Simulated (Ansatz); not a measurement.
Input for Ansatz (development build ahead of 0.2.0):

```yaml
crystal:
  periodic: [false, false, false]
  atoms:
    - { symbol: O, position_ang: [0.0, 0.0, 0.0] }
    - { symbol: Cl, position_ang: [0.0, 3.2458, 0.0] }
    - { symbol: Cl, position_ang: [0.0, -3.2458, 0.0] }
basis:
  gaussian: { orbitals: pcseg-2 }
magnetization:
  initial_magnetization: 2
hamiltonian:
  xc: r2scan
```

The input is written out in the form of the current development build from the run's settings.

Results

```yaml
Converged: yes
Total_energy: -995.25707 hartree
Spin_squared_of_the_determinant: 2.000
Stability_test: minimum among restricted orbitals
```

Caution: stretched shape with no unrestricted run beside it, a lower state can exist; charge can spread falsely over distant fragments; other spin multiplicities may lie lower.
